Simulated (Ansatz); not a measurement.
bcc K was calculated with PBE-D3(BJ) in Ansatz (PAW).

Settings: plane-wave cutoff 500 eV, 20×20×20 k mesh, Fermi–Dirac smearing 0.1 eV, scalar-relativistic PAW data made under PBE.

Computed at the level's own relaxed cell.

Q: What does this level give for the equilibrium volume per atom and equilibrium lattice constant a?

A: 
equilibrium volume per atom: 68.98 Å³/atom
equilibrium lattice constant a: 5.167 Å

Measured, for comparison: equilibrium volume per atom 70.79 Å³/atom, lattice constant a 5.212 Å (low-temperature or extrapolated to 0 K; zero-point anharmonic expansion removed; as tabulated in Csonka et al. (2009), arXiv:0903.4037). Computed (rounded) less measured: equilibrium volume per atom -2.6 %, lattice constant a -0.9 %.

Ansatz is a program for electronic structure.
